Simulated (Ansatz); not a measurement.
# Forces on a displaced structure

CH₅AlSi, closed shell, displaced at random from a GFN2-xTB minimum.

C1  (-0.438, 0.372, -0.726)
Al2  (-0.002, 1.155, 0.960)
Si3  (0.456, -1.057, 0.463)
H4  (-1.757, 0.215, -0.905)
H5  (-0.158, 0.720, -1.769)
H6  (0.091, 2.615, 1.798)
H7  (1.756, -1.548, -0.197)
H8  (-0.304, -2.090, 0.571)
(Å)

Program: Ansatz 0.2.0. Basis: def2-TZVPP. Cores are frozen in the correlated methods.

CCSD(T) forces from the calculation:
| atom | Fx | Fy | Fz (eV/Å) |
| --- | --- | --- | --- |
| C1 | -3.318 | -0.304 | -1.514 |
| Al2 | 0.067 | 1.806 | 0.848 |
| Si3 | 3.285 | 4.000 | -2.200 |
| H4 | 3.746 | 0.167 | 0.896 |
| H5 | 0.106 | -0.638 | 1.260 |
| H6 | -0.084 | -1.058 | -0.493 |
| H7 | -0.541 | 0.394 | 0.504 |
| H8 | -3.261 | -4.366 | 0.699 |

Root-mean-square difference of the force components from those of CCSD(T): PBE0-D4 0.115; wB97M-V 0.106; r2SCAN-D4 0.107; PBE-D4 0.151; BHLYP-D4 0.139; revPBE-D4 0.157 eV/Å.

No T1 diagnostic of these runs exceeds 0.014.

For scale, one of the runs: CCSD(T)/def2-TZVPP forces, 185 basis functions (an equivalent command: `ansatz run in.yaml --threads 4`). Hardware: 4 CPU threads, shared host. Wall time 79 s; peak host memory 3.4 GiB.
